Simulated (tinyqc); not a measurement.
UHF in the sto-3g basis, for H3O+, spin multiplicity 1, step by step (part 1 of 3). Computed by tinyqc, a small Python program that keeps every step (integrals from PySCF). Settings: charge = 1, multiplicity = 1, basis = sto-3g, energy threshold = 1e-08, iteration cap = 90, orthogonalisation = canonical, start = Wolfsberg-Helmholz matrix, DIIS depth = 6, method = UHF, break = 0.7. Command: `OMP_NUM_THREADS=1 python tinyqc.py 22845 22846 out.jsonl` (the two numbers bound the seeds that draw the settings). One thread of a shared host (Intel(R) Xeon(R) Processor @ 2.60GHz), about 0.1 s of CPU time with the checks. Later iterations appear only in the table of the cycle.

## One-electron integrals

Geometry (angstrom):
```
atom        x        y       z
O      0.0000   0.0000  0.2740
H      1.0090   0.0000  0.0000
H     -0.5040   0.8740  0.0000
H     -0.5040  -0.8740  0.0000
```

Basis sto-3g: exponents (1/bohr^2) and contraction coefficients of normalised primitives:
```
element  l (shell)  exponent  coefficient
O            s (1)  130.7093       0.1543
O            s (1)   23.8089       0.5353
O            s (1)    6.4436       0.4446
O            s (2)    5.0332      -0.1000
O            s (2)    1.1696       0.3995
O            s (2)    0.3804       0.7001
O            p (3)    5.0332       0.1559
O            p (3)    1.1696       0.6077
O            p (3)    0.3804       0.3920
H            s (1)    3.4253       0.1543
H            s (1)    0.6239       0.5353
H            s (1)    0.1689       0.4446
```

Overlap, kinetic and nuclear-attraction integrals over the contracted functions; the nuclear repulsion is the sum of Za Zb / Rab.

nuclear repulsion = 13.056201 hartree

overlap S, order 1O 1s, 1O 2s, 1O 2px, 1O 2py, 1O 2pz, 2H 1s, 3H 1s, 4H 1s:
```
[[1.0000, 0.2367, 0.0000, 0.0000, 0.0000, 0.0437, 0.0437, 0.0437],
 [0.2367, 1.0000, 0.0000, 0.0000, 0.0000, 0.4187, 0.4188, 0.4188],
 [0.0000, 0.0000, 1.0000, 0.0000, 0.0000, 0.3487, -0.1742, -0.1742],
 [0.0000, 0.0000, 0.0000, 1.0000, 0.0000, 0.0000, 0.3021, -0.3021],
 [0.0000, 0.0000, 0.0000, 0.0000, 1.0000, -0.0947, -0.0947, -0.0947],
 [0.0437, 0.4187, 0.3487, 0.0000, -0.0947, 1.0000, 0.1780, 0.1780],
 [0.0437, 0.4188, -0.1742, 0.3021, -0.0947, 0.1780, 1.0000, 0.1778],
 [0.0437, 0.4188, -0.1742, -0.3021, -0.0947, 0.1780, 0.1778, 1.0000]]
```

kinetic energy T (hartree), order 1O 1s, 1O 2s, 1O 2px, 1O 2py, 1O 2pz, 2H 1s, 3H 1s, 4H 1s:
```
[[29.0032, -0.1680, 0.0000, 0.0000, 0.0000, -0.0071, -0.0071, -0.0071],
 [-0.1680, 0.8081, 0.0000, 0.0000, 0.0000, 0.0903, 0.0903, 0.0903],
 [0.0000, 0.0000, 2.5287, 0.0000, 0.0000, 0.2132, -0.1065, -0.1065],
 [0.0000, 0.0000, 0.0000, 2.5287, 0.0000, 0.0000, 0.1847, -0.1847],
 [0.0000, 0.0000, 0.0000, 0.0000, 2.5287, -0.0579, -0.0579, -0.0579],
 [-0.0071, 0.0903, 0.2132, 0.0000, -0.0579, 0.7600, -0.0045, -0.0045],
 [-0.0071, 0.0903, -0.1065, 0.1847, -0.0579, -0.0045, 0.7600, -0.0045],
 [-0.0071, 0.0903, -0.1065, -0.1847, -0.0579, -0.0045, -0.0045, 0.7600]]
```

nuclear attraction V (hartree), order 1O 1s, 1O 2s, 1O 2px, 1O 2py, 1O 2pz, 2H 1s, 3H 1s, 4H 1s:
```
[[-62.1369, -7.5425, 0.0000, 0.0000, 0.0102, -1.4286, -1.4289, -1.4289],
 [-7.5425, -10.5590, -0.0001, 0.0000, 0.1236, -3.4607, -3.4612, -3.4612],
 [0.0000, -0.0001, -10.5256, 0.0000, 0.0000, -2.5563, 1.2771, 1.2771],
 [0.0000, 0.0000, 0.0000, -10.5258, 0.0000, 0.0000, -2.2147, 2.2147],
 [0.0102, 0.1236, 0.0000, 0.0000, -10.4044, 0.7274, 0.7275, 0.7275],
 [-1.4286, -3.4607, -2.5563, 0.0000, 0.7274, -5.7765, -1.1583, -1.1583],
 [-1.4289, -3.4612, 1.2771, -2.2147, 0.7275, -1.1583, -5.7767, -1.1573],
 [-1.4289, -3.4612, 1.2771, 2.2147, 0.7275, -1.1583, -1.1573, -5.7767]]
```

core Hamiltonian H = T + V (hartree), order 1O 1s, 1O 2s, 1O 2px, 1O 2py, 1O 2pz, 2H 1s, 3H 1s, 4H 1s:
```
[[-33.1337, -7.7105, 0.0000, 0.0000, 0.0102, -1.4356, -1.4359, -1.4359],
 [-7.7105, -9.7509, -0.0001, 0.0000, 0.1236, -3.3705, -3.3709, -3.3709],
 [0.0000, -0.0001, -7.9969, 0.0000, 0.0000, -2.3431, 1.1706, 1.1706],
 [0.0000, 0.0000, 0.0000, -7.9971, 0.0000, 0.0000, -2.0300, 2.0300],
 [0.0102, 0.1236, 0.0000, 0.0000, -7.8757, 0.6695, 0.6696, 0.6696],
 [-1.4356, -3.3705, -2.3431, 0.0000, 0.6695, -5.0165, -1.1628, -1.1628],
 [-1.4359, -3.3709, 1.1706, -2.0300, 0.6696, -1.1628, -5.0167, -1.1618],
 [-1.4359, -3.3709, 1.1706, 2.0300, 0.6696, -1.1628, -1.1618, -5.0167]]
```

## Two-electron integrals

Functions are numbered as in S; the eight-fold symmetry (ij|kl) = (ji|kl) = (kl|ij) leaves the list below.

Two-electron integrals (ij|kl) in chemists' order, unique and non-zero (hartree):
```
(11|11) 4.7851      (21|11) 0.7414      (21|21) 0.1369      (22|11) 1.1189
(22|21) 0.2566      (22|22) 0.8172      (31|31) 0.0245      (32|31) 0.0378
(32|32) 0.1805      (33|11) 1.1158      (33|21) 0.2567      (33|22) 0.8170
(33|33) 0.8802      (41|41) 0.0245      (42|41) 0.0378      (42|42) 0.1805
(43|43) 0.0474      (44|11) 1.1158      (44|21) 0.2567      (44|22) 0.8170
(44|33) 0.7853      (44|44) 0.8802      (51|51) 0.0245      (52|51) 0.0378
(52|52) 0.1805      (53|53) 0.0474      (54|54) 0.0474      (55|11) 1.1158
(55|21) 0.2567      (55|22) 0.8170      (55|33) 0.7853      (55|44) 0.7853
(55|55) 0.8802      (61|11) 0.1388      (61|21) 0.0254      (61|22) 0.0474
(61|31) 0.0011      (61|32) 0.0021      (61|33) 0.0476      (61|44) 0.0473
(61|51) -3.07e-04   (61|52) -0.0006     (61|53) -7.18e-05   (61|55) 0.0473
(61|61) 0.0048      (62|11) 0.3457      (62|21) 0.0803      (62|22) 0.2841
(62|31) 0.0058      (62|32) 0.0449      (62|33) 0.2926      (62|44) 0.2792
(62|51) -0.0016     (62|52) -0.0122     (62|53) -0.0036     (62|55) 0.2802
(62|61) 0.0152      (62|62) 0.1234      (63|11) 0.2435      (63|21) 0.0573
(63|22) 0.2164      (63|31) 0.0119      (63|32) 0.0810      (63|33) 0.2349
(63|44) 0.2066      (63|51) -0.0010     (63|52) -0.0088     (63|53) -0.0052
(63|55) 0.2073      (63|61) 0.0113      (63|62) 0.1141      (63|63) 0.1218
(64|41) 0.0083      (64|42) 0.0487      (64|43) 0.0093      (64|54) -0.0025
(64|64) 0.0174      (65|11) -0.0661     (65|21) -0.0156     (65|22) -0.0588
(65|31) -0.0010     (65|32) -0.0088     (65|33) -0.0588     (65|44) -0.0561
(65|51) 0.0086      (65|52) 0.0511      (65|53) 0.0100      (65|55) -0.0613
(65|61) -0.0031     (65|62) -0.0310     (65|63) -0.0283     (65|65) 0.0251
(66|11) 0.4926      (66|21) 0.1163      (66|22) 0.4725      (66|31) 0.0107
(66|32) 0.1147      (66|33) 0.5060      (66|44) 0.4536      (66|51) -0.0029
(66|52) -0.0311     (66|53) -0.0142     (66|55) 0.4575      (66|61) 0.0222
(66|62) 0.2610      (66|63) 0.2756      (66|65) -0.0748     (66|66) 0.7746
(71|11) 0.1389      (71|21) 0.0254      (71|22) 0.0474      (71|31) -0.0006
(71|32) -0.0011     (71|33) 0.0474      (71|41) 0.0010      (71|42) 0.0018
(71|43) -1.14e-04   (71|44) 0.0475      (71|51) -3.08e-04   (71|52) -0.0006
(71|53) 3.59e-05    (71|54) -6.22e-05   (71|55) 0.0473      (71|61) 0.0047
(71|62) 0.0147      (71|63) 0.0102      (71|64) 4.00e-04    (71|65) -0.0030
(71|66) 0.0212      (71|71) 0.0048      (72|11) 0.3457      (72|21) 0.0803
(72|22) 0.2841      (72|31) -0.0029     (72|32) -0.0225     (72|33) 0.2826
(72|41) 0.0050      (72|42) 0.0389      (72|43) -0.0058     (72|44) 0.2893
(72|51) -0.0016     (72|52) -0.0122     (72|53) 0.0018      (72|54) -0.0032
(72|55) 0.2802      (72|61) 0.0147      (72|62) 0.0973      (72|63) 0.0688
(72|64) 0.0107      (72|65) -0.0237     (72|66) 0.1658      (72|71) 0.0152
(72|72) 0.1234      (73|11) -0.1216     (73|21) -0.0286     (73|22) -0.1081
(73|31) 0.0092      (73|32) 0.0568      (73|33) -0.1137     (73|41) -0.0016
(73|42) -0.0140     (73|43) 0.0102      (73|44) -0.1069     (73|51) 4.93e-04
(73|52) 0.0044      (73|53) -0.0032     (73|54) 0.0011      (73|55) -0.1036
(73|61) -0.0048     (73|62) -0.0251     (73|63) -0.0051     (73|64) -0.0021
(73|65) 0.0060      (73|66) -0.0317     (73|71) -0.0057     (73|72) -0.0570
(73|73) 0.0434      (74|11) 0.2109      (74|21) 0.0496      (74|22) 0.1875
(74|31) -0.0016     (74|32) -0.0140     (74|33) 0.1811      (74|41) 0.0110
(74|42) 0.0730      (74|43) -0.0083     (74|44) 0.2014      (74|51) -0.0009
(74|52) -0.0076     (74|53) 0.0011      (74|54) -0.0045     (74|55) 0.1796
(74|61) 0.0091      (74|62) 0.0649      (74|63) 0.0455      (74|64) 0.0199
(74|65) -0.0156     (74|66) 0.1120      (74|71) 0.0098      (74|72) 0.0989
(74|73) -0.0452     (74|74) 0.0957      (75|11) -0.0661     (75|21) -0.0156
(75|22) -0.0588     (75|31) 4.93e-04    (75|32) 0.0044      (75|33) -0.0568
(75|41) -0.0009     (75|42) -0.0076     (75|43) 0.0011      (75|44) -0.0581
(75|51) 0.0086      (75|52) 0.0511      (75|53) -0.0050     (75|54) 0.0087
(75|55) -0.0614     (75|61) -0.0030     (75|62) -0.0237     (75|63) -0.0164
(75|64) -0.0026     (75|65) 0.0188      (75|66) -0.0440     (75|71) -0.0031
(75|72) -0.0310     (75|73) 0.0142      (75|74) -0.0246     (75|75) 0.0251
(76|11) 0.1103      (76|21) 0.0258      (76|22) 0.0986      (76|31) 0.0008
(76|32) 0.0068      (76|33) 0.0989      (76|41) 0.0013      (76|42) 0.0118
(76|43) 3.64e-04    (76|44) 0.0993      (76|51) -0.0008     (76|52) -0.0074
(76|53) -0.0008     (76|54) -0.0014     (76|55) 0.0974      (76|61) 0.0048
(76|62) 0.0415      (76|63) 0.0358      (76|64) 0.0043      (76|65) -0.0117
(76|66) 0.0891      (76|71) 0.0048      (76|72) 0.0415      (76|73) -0.0142
(76|74) 0.0331      (76|75) -0.0117     (76|76) 0.0171      (77|11) 0.4927
(77|21) 0.1163      (77|22) 0.4726      (77|31) -0.0054     (77|32) -0.0573
(77|33) 0.4667      (77|41) 0.0093      (77|42) 0.0993      (77|43) -0.0227
(77|44) 0.4929      (77|51) -0.0029     (77|52) -0.0311     (77|53) 0.0071
(77|54) -0.0123     (77|55) 0.4575      (77|61) 0.0212      (77|62) 0.1658
(77|63) 0.1128      (77|64) 0.0285      (77|65) -0.0440     (77|66) 0.3003
(77|71) 0.0222      (77|72) 0.2610      (77|73) -0.1377     (77|74) 0.2388
(77|75) -0.0749     (77|76) 0.0891      (77|77) 0.7746      (81|11) 0.1389
(81|21) 0.0254      (81|22) 0.0474      (81|31) -0.0006     (81|32) -0.0011
(81|33) 0.0474      (81|41) -0.0010     (81|42) -0.0018     (81|43) 1.14e-04
(81|44) 0.0475      (81|51) -3.08e-04   (81|52) -0.0006     (81|53) 3.59e-05
(81|54) 6.22e-05    (81|55) 0.0473      (81|61) 0.0047      (81|62) 0.0147
(81|63) 0.0102      (81|64) -4.00e-04   (81|65) -0.0030     (81|66) 0.0212
(81|71) 0.0047      (81|72) 0.0147      (81|73) -0.0055     (81|74) 0.0087
(81|75) -0.0030     (81|76) 0.0047      (81|77) 0.0212      (81|81) 0.0048
(82|11) 0.3457      (82|21) 0.0803      (82|22) 0.2841      (82|31) -0.0029
(82|32) -0.0225     (82|33) 0.2826      (82|41) -0.0050     (82|42) -0.0389
(82|43) 0.0058      (82|44) 0.2893      (82|51) -0.0016     (82|52) -0.0122
(82|53) 0.0018      (82|54) 0.0032      (82|55) 0.2802      (82|61) 0.0147
(82|62) 0.0973      (82|63) 0.0688      (82|64) -0.0107     (82|65) -0.0237
(82|66) 0.1658      (82|71) 0.0147      (82|72) 0.0973      (82|73) -0.0436
(82|74) 0.0542      (82|75) -0.0237     (82|76) 0.0335      (82|77) 0.1657
(82|81) 0.0152      (82|82) 0.1234      (83|11) -0.1216     (83|21) -0.0286
(83|22) -0.1081     (83|31) 0.0092      (83|32) 0.0568      (83|33) -0.1137
(83|41) 0.0016      (83|42) 0.0140      (83|43) -0.0102     (83|44) -0.1069
(83|51) 4.93e-04    (83|52) 0.0044      (83|53) -0.0032     (83|54) -0.0011
(83|55) -0.1036     (83|61) -0.0048     (83|62) -0.0251     (83|63) -0.0051
(83|64) 0.0021      (83|65) 0.0060      (83|66) -0.0317     (83|71) -0.0055
(83|72) -0.0436     (83|73) 0.0324      (83|74) -0.0238     (83|75) 0.0105
(83|76) -0.0112     (83|77) -0.0810     (83|81) -0.0057     (83|82) -0.0570
(83|83) 0.0434      (84|11) -0.2109     (84|21) -0.0496     (84|22) -0.1875
(84|31) 0.0016      (84|32) 0.0140      (84|33) -0.1811     (84|41) 0.0110
(84|42) 0.0730      (84|43) -0.0083     (84|44) -0.2014     (84|51) 0.0009
(84|52) 0.0076      (84|53) -0.0011     (84|54) -0.0045     (84|55) -0.1796
(84|61) -0.0091     (84|62) -0.0649     (84|63) -0.0455     (84|64) 0.0199
(84|65) 0.0156      (84|66) -0.1120     (84|71) -0.0087     (84|72) -0.0542
(84|73) 0.0238      (84|74) -0.0176     (84|75) 0.0129      (84|76) -0.0195
(84|77) -0.0835     (84|81) -0.0098     (84|82) -0.0989     (84|83) 0.0452
(84|84) 0.0957      (85|11) -0.0661     (85|21) -0.0156     (85|22) -0.0588
(85|31) 4.93e-04    (85|32) 0.0044      (85|33) -0.0568     (85|41) 0.0009
(85|42) 0.0076      (85|43) -0.0011     (85|44) -0.0581     (85|51) 0.0086
(85|52) 0.0511      (85|53) -0.0050     (85|54) -0.0087     (85|55) -0.0614
(85|61) -0.0030     (85|62) -0.0237     (85|63) -0.0164     (85|64) 0.0026
(85|65) 0.0188      (85|66) -0.0440     (85|71) -0.0030     (85|72) -0.0237
(85|73) 0.0105      (85|74) -0.0129     (85|75) 0.0188      (85|76) -0.0092
(85|77) -0.0440     (85|81) -0.0031     (85|82) -0.0310     (85|83) 0.0142
(85|84) 0.0246      (85|85) 0.0251      (86|11) 0.1103      (86|21) 0.0258
(86|22) 0.0986      (86|31) 0.0008      (86|32) 0.0068      (86|33) 0.0989
(86|41) -0.0013     (86|42) -0.0118     (86|43) -3.64e-04   (86|44) 0.0993
(86|51) -0.0008     (86|52) -0.0074     (86|53) -0.0008     (86|54) 0.0014
(86|55) 0.0974      (86|61) 0.0048      (86|62) 0.0415      (86|63) 0.0358
(86|64) -0.0043     (86|65) -0.0117     (86|66) 0.0891      (86|71) 0.0047
(86|72) 0.0335      (86|73) -0.0112     (86|74) 0.0195      (86|75) -0.0092
(86|76) 0.0140      (86|77) 0.0588      (86|81) 0.0048      (86|82) 0.0415
(86|83) -0.0142     (86|84) -0.0331     (86|85) -0.0117     (86|86) 0.0171
(87|11) 0.1102      (87|21) 0.0258      (87|22) 0.0985      (87|31) -0.0015
(87|32) -0.0136     (87|33) 0.0994      (87|44) 0.0986      (87|51) -0.0008
(87|52) -0.0074     (87|53) 0.0017      (87|55) 0.0973      (87|61) 0.0047
(87|62) 0.0335      (87|63) 0.0225      (87|65) -0.0092     (87|66) 0.0587
(87|71) 0.0048      (87|72) 0.0414      (87|73) -0.0215     (87|74) 0.0289
(87|75) -0.0117     (87|76) 0.0139      (87|77) 0.0890      (87|81) 0.0048
(87|82) 0.0414      (87|83) -0.0215     (87|84) -0.0289     (87|85) -0.0117
(87|86) 0.0139      (87|87) 0.0170      (88|11) 0.4927      (88|21) 0.1163
(88|22) 0.4726      (88|31) -0.0054     (88|32) -0.0573     (88|33) 0.4667
(88|41) -0.0093     (88|42) -0.0993     (88|43) 0.0227      (88|44) 0.4929
(88|51) -0.0029     (88|52) -0.0311     (88|53) 0.0071      (88|54) 0.0123
(88|55) 0.4575      (88|61) 0.0212      (88|62) 0.1658      (88|63) 0.1128
(88|64) -0.0285     (88|65) -0.0440     (88|66) 0.3003      (88|71) 0.0212
(88|72) 0.1657      (88|73) -0.0810     (88|74) 0.0835      (88|75) -0.0440
(88|76) 0.0588      (88|77) 0.3002      (88|81) 0.0222      (88|82) 0.2610
(88|83) -0.1377     (88|84) -0.2388     (88|85) -0.0749     (88|86) 0.0891
(88|87) 0.0890      (88|88) 0.7746
```

## Orthogonalisation

S = U s U^T; canonical form X = U s^(-1/2), so that X^T S X = 1. Each column of U has its largest component positive (the first on a tie).

eigenvalues of S: [0.3826, 0.4747, 0.4748, 0.9441, 1.0444, 1.3471, 1.3475, 1.9848]

X, order 1O 1s, 1O 2s, 1O 2px, 1O 2py, 1O 2pz, 2H 1s, 3H 1s, 4H 1s:
```
[[-0.3606, 0.0000, 0.0000, 0.7316, 0.6213, -0.0001, 0.0000, 0.1449],
 [1.2411, 0.0000, -0.0001, -0.0987, 0.1779, -0.0002, 0.0000, 0.4309],
 [0.0001, 0.0000, -0.9155, 0.0001, 0.0001, 0.6685, 0.0000, 0.0001],
 [0.0000, 0.9158, 0.0000, 0.0000, 0.0000, 0.0000, 0.6683, 0.0000],
 [-0.2494, 0.0000, 0.0000, -0.6788, 0.7092, 0.0000, 0.0000, -0.0896],
 [-0.5418, 0.0000, 0.9195, -0.1334, -0.1107, 0.4438, 0.0000, 0.3105],
 [-0.5421, -0.7962, -0.4596, -0.1335, -0.1108, -0.2219, 0.3844, 0.3104],
 [-0.5421, 0.7962, -0.4596, -0.1335, -0.1108, -0.2219, -0.3844, 0.3104]]
```

## Starting guess

The start is the generalised Wolfsberg-Helmholz matrix (K = 1.75) built on H, with HOMO and LUMO mixed by +/-0.7 rad for the two spins; D(s) = C_occ C_occ^T for each spin.

D(alpha) at the start, order 1O 1s, 1O 2s, 1O 2px, 1O 2py, 1O 2pz, 2H 1s, 3H 1s, 4H 1s:
```
[[1.0238, -0.0977, 0.0188, 0.0000, -0.0083, -0.0840, -0.0472, -0.0472],
 [-0.0977, 0.4869, -0.0673, 0.0000, 0.0290, 0.2315, 0.1000, 0.1000],
 [0.0188, -0.0673, 0.9472, 0.0000, -0.3687, -0.1056, 0.0514, 0.0514],
 [0.0000, 0.0000, 0.0000, 0.7074, 0.0000, 0.0000, 0.1799, -0.1799],
 [-0.0083, 0.0290, -0.3687, 0.0000, 0.5792, 0.4590, -0.2620, -0.2620],
 [-0.0840, 0.2315, -0.1056, 0.0000, 0.4590, 0.5156, -0.1885, -0.1885],
 [-0.0472, 0.1000, 0.0514, 0.1799, -0.2620, -0.1885, 0.2066, 0.1151],
 [-0.0472, 0.1000, 0.0514, -0.1799, -0.2620, -0.1885, 0.1151, 0.2066]]
```

D(beta) at the start, order 1O 1s, 1O 2s, 1O 2px, 1O 2py, 1O 2pz, 2H 1s, 3H 1s, 4H 1s:
```
[[1.0238, -0.0977, -0.0188, 0.0000, -0.0083, -0.0349, -0.0717, -0.0717],
 [-0.0977, 0.4870, 0.0673, 0.0000, 0.0290, 0.0561, 0.1877, 0.1877],
 [-0.0188, 0.0673, 0.9472, 0.0000, 0.3687, -0.1038, 0.0532, 0.0532],
 [0.0000, 0.0000, 0.0000, 0.7074, 0.0000, 0.0000, 0.1799, -0.1799],
 [-0.0083, 0.0290, 0.3687, 0.0000, 0.5792, -0.5023, 0.2186, 0.2186],
 [-0.0349, 0.0561, -0.1038, 0.0000, -0.5023, 0.5109, -0.1897, -0.1897],
 [-0.0717, 0.1877, 0.0532, 0.1799, 0.2186, -0.1897, 0.2090, 0.1175],
 [-0.0717, 0.1877, 0.0532, -0.1799, 0.2186, -0.1897, 0.1175, 0.2090]]
```

## Iteration 1: building the Fock matrix

J_ij = sum D_kl (ij|kl) with D = D(alpha) + D(beta), K_ij = sum D_kl (ik|jl) for each spin; F = H + J - K(s); E = tr D H + tr D J / 2 - 0.5 sum_s tr D(s) K(s) + E_nn.

Coulomb J (hartree), order 1O 1s, 1O 2s, 1O 2px, 1O 2py, 1O 2pz, 2H 1s, 3H 1s, 4H 1s:
```
[[17.0484, 3.2103, 0.0013, 0.0000, -0.0063, 0.5970, 0.5969, 0.5969],
 [3.2103, 8.0174, 0.0232, 0.0000, -0.0698, 2.7984, 2.7707, 2.7707],
 [0.0013, 0.0232, 8.0615, 0.0000, -0.0042, 2.1514, -1.0464, -1.0464],
 [0.0000, 0.0000, 0.0000, 8.0270, 0.0000, 0.0000, 1.8245, -1.8245],
 [-0.0063, -0.0698, -0.0042, 0.0000, 7.9404, -0.5990, -0.5894, -0.5894],
 [0.5970, 2.7984, 2.1514, 0.0000, -0.5990, 4.8596, 0.9716, 0.9716],
 [0.5969, 2.7707, -1.0464, 1.8245, -0.5894, 0.9716, 4.6946, 0.9619],
 [0.5969, 2.7707, -1.0464, -1.8245, -0.5894, 0.9716, 0.9619, 4.6946]]
```

exchange K(alpha) (hartree), order 1O 1s, 1O 2s, 1O 2px, 1O 2py, 1O 2pz, 2H 1s, 3H 1s, 4H 1s:
```
[[4.8503, 0.8425, -0.0012, 0.0000, -0.0011, 0.1576, 0.1607, 0.1607],
 [0.8425, 1.1869, -0.0414, 0.0000, -0.0409, 0.5038, 0.4882, 0.4882],
 [-0.0012, -0.0414, 1.0817, 0.0000, -0.1536, 0.3568, -0.1753, -0.1753],
 [0.0000, 0.0000, 0.0000, 1.0220, 0.0000, 0.0000, 0.3205, -0.3205],
 [-0.0011, -0.0409, -0.1536, 0.0000, 0.7594, -0.0008, -0.1378, -0.1378],
 [0.1576, 0.5038, 0.3568, 0.0000, -0.0008, 0.5794, 0.1495, 0.1495],
 [0.1607, 0.4882, -0.1753, 0.3205, -0.1378, 0.1495, 0.5078, 0.1749],
 [0.1607, 0.4882, -0.1753, -0.3205, -0.1378, 0.1495, 0.1749, 0.5078]]
```

exchange K(beta) (hartree), order 1O 1s, 1O 2s, 1O 2px, 1O 2py, 1O 2pz, 2H 1s, 3H 1s, 4H 1s:
```
[[4.8503, 0.8425, -0.0004, 0.0000, -0.0011, 0.1603, 0.1593, 0.1593],
 [0.8425, 1.1869, 0.0363, 0.0000, -0.0409, 0.4872, 0.4965, 0.4965],
 [-0.0004, 0.0363, 1.0771, 0.0000, 0.1516, 0.3615, -0.1702, -0.1702],
 [0.0000, 0.0000, 0.0000, 1.0266, 0.0000, 0.0000, 0.3208, -0.3208],
 [-0.0011, -0.0409, 0.1516, 0.0000, 0.7594, -0.1888, -0.0438, -0.0438],
 [0.1603, 0.4872, 0.3615, 0.0000, -0.1888, 0.6109, 0.1533, 0.1533],
 [0.1593, 0.4965, -0.1702, 0.3208, -0.0438, 0.1533, 0.4921, 0.1673],
 [0.1593, 0.4965, -0.1702, -0.3208, -0.0438, 0.1533, 0.1673, 0.4921]]
```

F(alpha) (hartree), order 1O 1s, 1O 2s, 1O 2px, 1O 2py, 1O 2pz, 2H 1s, 3H 1s, 4H 1s:
```
[[-20.9357, -5.3427, 0.0025, 0.0000, 0.0050, -0.9962, -0.9997, -0.9997],
 [-5.3427, -2.9204, 0.0645, 0.0000, 0.0947, -1.0759, -1.0885, -1.0885],
 [0.0025, 0.0645, -1.0171, 0.0000, 0.1494, -0.5486, 0.2995, 0.2995],
 [0.0000, 0.0000, 0.0000, -0.9921, 0.0000, 0.0000, -0.5261, 0.5261],
 [0.0050, 0.0947, 0.1494, 0.0000, -0.6946, 0.0713, 0.2180, 0.2180],
 [-0.9962, -1.0759, -0.5486, 0.0000, 0.0713, -0.7363, -0.3407, -0.3407],
 [-0.9997, -1.0885, 0.2995, -0.5261, 0.2180, -0.3407, -0.8298, -0.3748],
 [-0.9997, -1.0885, 0.2995, 0.5261, 0.2180, -0.3407, -0.3748, -0.8298]]
```

F(beta) (hartree), order 1O 1s, 1O 2s, 1O 2px, 1O 2py, 1O 2pz, 2H 1s, 3H 1s, 4H 1s:
```
[[-20.9357, -5.3427, 0.0017, 0.0000, 0.0050, -0.9989, -0.9983, -0.9983],
 [-5.3427, -2.9204, -0.0133, 0.0000, 0.0947, -1.0593, -1.0968, -1.0968],
 [0.0017, -0.0133, -1.0125, 0.0000, -0.1557, -0.5533, 0.2944, 0.2944],
 [0.0000, 0.0000, 0.0000, -0.9966, 0.0000, 0.0000, -0.5263, 0.5263],
 [0.0050, 0.0947, -0.1557, 0.0000, -0.6946, 0.2593, 0.1240, 0.1240],
 [-0.9989, -1.0593, -0.5533, 0.0000, 0.2593, -0.7678, -0.3445, -0.3445],
 [-0.9983, -1.0968, 0.2944, -0.5263, 0.1240, -0.3445, -0.8141, -0.3673],
 [-0.9983, -1.0968, 0.2944, 0.5263, 0.1240, -0.3445, -0.3673, -0.8141]]
```

total energy of this density = -74.641974 hartree
